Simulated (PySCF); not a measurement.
# C3H7Cl (Propane, 2-chloro-): the cost of one run

The runs use PySCF 2.14.0, with density-fitted response routines of our own; the level of theory stands in each step. All values are computed, except where a source is named. Atoms are numbered from 0 throughout.

## Step 1: The molecule as given

11 atoms, charge 0, multiplicity 1; geometry from: GFN2-xTB. The atoms were then displaced at random by about 0.01 Å, so the start is not that level's minimum.

Bonds of the start (Å): C0–C1 1.50, C1–C2 1.50, C1–Cl3 1.81, C0–H4 1.12, C0–H5 1.08, C0–H6 1.07, C1–H7 1.10, C2–H8 1.11, C2–H9 1.10, C2–H10 1.08.

## Step 2: Optimising the geometry at PBE0-D3(BJ)/def2-TZVP

What the job is given:

```
{"job": {"xc": "PBE0", "basis": "def2-TZVP", "d3": "d3bj", "grid": 2, "shake": 0.01, "kind": "geom"}, "charge": 0, "multiplicity": 1}
C     -1.257190    -0.120490    -0.171110
C      0.087580     0.549080    -0.114420
C      1.139070    -0.385260     0.417630
Cl     0.596290     1.076400    -1.773860
H     -2.014420     0.586920    -0.596530
H     -1.595270    -0.377900     0.823650
H     -1.238280    -0.985470    -0.801100
H      0.072000     1.478210     0.473320
H      0.914930    -0.654010     1.469830
H      2.131820     0.094900     0.426480
H      1.201580    -1.288220    -0.169550
```

Run with:

```console
> OMP_NUM_THREADS=1 python probes_run.py task.json out
```

This one command runs all jobs of the session in turn.

Q: Estimate the wall time and peak memory of this first job on 1 thread of Arm Neoverse V1, shared host.

About 76 s, with a peak of 0.77 GiB.
